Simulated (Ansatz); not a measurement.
Relaxation of CH$_{4}$AlCl (7 atoms, charge 0, multiplicity 1), to a largest force component of 0.03 eV/Å in at most 50 steps.

These are results of RKS B3LYP/def2-SVP in Ansatz, not measurements.

```xyz
7
Properties=species:S:1:pos:R:3
Al 0.229 0.023 -1.250
Cl 1.437 -0.020 1.963
H 2.084 0.008 0.792
C -1.753 0.001 -1.050
H -2.109 -0.912 -0.535
H -2.125 0.870 -0.474
H -2.252 0.031 -2.038
```

Question: Where does it end, and by what steps?

Answer: It converged. The force dipped under the threshold on the way, but the program's further checks kept it going. After 12 steps the energy has fallen by 0.026 eV; Cl2 moved furthest, 0.44 Å.

| step | energy less start (eV) | largest force component (eV/Å) | accepted |
| --- | --- | --- | --- |
| 0 | 0.0000 | 0.824 | yes |
| 1 | 0.0205 | 1.340 | no |
| 2 | -0.0209 | 0.074 | yes |
| 3 | -0.0210 | 0.068 | yes |
| 4 | -0.0225 | 0.197 | yes |
| 5 | -0.0235 | 0.040 | yes |
| 6 | -0.0241 | 0.074 | yes |
| 7 | -0.0245 | 0.206 | yes |
| 8 | -0.0253 | 0.068 | yes |
| 9 | -0.0256 | 0.005 | yes |
| 10 | -0.0257 | 0.013 | yes |
| 11 | -0.0258 | 0.039 | yes |
| 12 | -0.0258 | 0.024 | yes |

```xyz
7
Properties=species:S:1:pos:R:3
Al 0.176 0.027 -1.164
Cl 1.837 -0.024 2.135
H 2.007 0.006 0.841
C -1.818 0.002 -1.111
H -2.203 -0.907 -0.609
H -2.224 0.871 -0.558
H -2.263 0.026 -2.125
```

Time of the run: 25 s on 1 thread of Arm Neoverse V2, on a shared host, peak memory 0.13 GiB.
